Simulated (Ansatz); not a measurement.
# H2NSi: the cost of one run

Program: Ansatz 0.2.0, Gaussian basis. Level of theory: def2-QZVPP, core rule «outside noble gas», up to 6 orbitals frozen. These are calculated values, not measurements.

The runs, in order: UHF; ROHF; CCSD(T) on UHF.

2 further runs of the same task are left out: 2 set aside as unsound or not needed.

### Step 1. The geometry

The geometry is a PBE0/def2-TZVP stationary point (not a proven minimum) of the parent state, kept for this charge and spin.

4 atoms, charge 1, spin multiplicity 3.

Atoms are counted from 1 here; the program's logs count them from 0.

Bond lengths: Si1–N2 1.594 Å, Si1–H3 1.515 Å, N2–H4 1.008 Å. Angles: N2–Si1–H3 110.1°, Si1–N2–H4 134.1°.

### Step 2. UHF

in.yaml reads:

```yaml
crystal:
  periodic: [false, false, false]
  atoms:
    - {symbol: Si, position_ang: [0.000000, -0.122073, 0.533276]}
    - {symbol: N, position_ang: [0.000000, 0.188076, -1.030483]}
    - {symbol: H, position_ang: [0.000000, 1.172580, 1.320024]}
    - {symbol: H, position_ang: [0.000000, -0.384678, -1.859409]}
basis:
  gaussian: {orbitals: "def2-QZVPP.json"}
total_charge: 1
magnetization: {spin_polarized: true, initial_magnetization: 2}
hamiltonian: {xc: hf}
output: {orbitals: {seedname: orbitals}}
```

Run with:

```sh
$ ansatz run in.yaml --threads 1 --pin off --events-out ev --progress --plain --max-ram 2393MiB
```

What time and memory should one allow on 1 thread of Arm Neoverse V2, shared host?

About 18 s, with a peak of 0.37 GiB.
